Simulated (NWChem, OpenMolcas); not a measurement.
How methods differ on C2H2F4 (norflurane)

The species is C2H2F4 (8 atoms), meant as a singlet with charge 0. SMILES: `FCC(F)(F)F`. Geometry: relaxed at PBE0-D4/def2-TZVP.

Quantity: the vertical ionisation energy (to the doublet cation), in eV. The values are calculated.

```tsv
level	kind	program	value (eV)	CPU time (all runs)
HF/cc-pVDZ	Hartree–Fock	OpenMolcas	13.39	51 s
SVWN5/cc-pVDZ	LDA	OpenMolcas	12.21	90 s
revPBE/cc-pVDZ	GGA	OpenMolcas	11.92	2.4 min
M06-L/cc-pVDZ	meta-GGA	OpenMolcas	12.48	3.5 min
TPSS/cc-pVDZ	meta-GGA	OpenMolcas	12.07	3.9 min
BHLYP/cc-pVDZ	global hybrid	OpenMolcas	13.46	2.9 min
CAM-B3LYP/cc-pVDZ	range-separated hybrid	NWChem	13.03	2.6 min
B2PLYP/cc-pVDZ	double hybrid	NWChem	12.89	58 s
```

The values span 11.92 to 13.46 eV. Times are those of the runs behind each value, whatever else they computed, on shared processors of several kinds: orders of magnitude only.
